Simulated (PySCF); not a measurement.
Isomers of C6H12, one conformer each; single-point electronic energies without zero-point terms and without any empirical dispersion term.

Level: wB97X-D/pcSseg-2 in PySCF, non-relativistic, each on one gas-phase PBE0-D3(BJ)/def2-TZVP geometry that isn't relaxed in the solvent. The solvent is an IEF-PCM continuum (van der Waals radii × 1.2). Specific hydrogen bonds and non-electrostatic terms are outside this model.

```tsv
isomer	relative energy, gas (kJ/mol)	dipole (D)
cyclohexane, `C1CCCCC1`	0.0	0.00
methylcyclopentane, `C1C(C)CCC1`	19.8	0.11
```

Problem. How do the relative energies look in chloroform (ε = 4.711)?

Solution. 
```csv
isomer,"relative energy, solvent (kJ/mol)",E(solvent) − E(gas) (kJ/mol),dipole in solvent (D)
"cyclohexane, `C1CCCCC1`",0.0,-1.7,0.00
"methylcyclopentane, `C1C(C)CCC1`",19.4,-2.1,0.12
```

The order is unchanged. Conformers: `[CH2:1]1[CH2:2][CH2:3][CH2:4][CH2:5][CH2:6]1` with C6–C1–C2–C3 -55°, C1–C2–C3–C4 55°, C2–C3–C4–C5 -55°, C3–C4–C5–C6 55°; `[CH3:1][CH:2]1[CH2:3][CH2:4][CH2:5][CH2:6]1` with C1–C2–C3–C4 135°, C2–C3–C4–C5 16°, C3–C4–C5–C6 -36°, C4–C5–C6–C2 42°. methylcyclopentane, `C1C(C)CCC1` gains most from the continuum, and it has the largest gas-phase dipole. The gains span 0.4 kJ/mol, the gas-phase energies 19.8 kJ/mol.
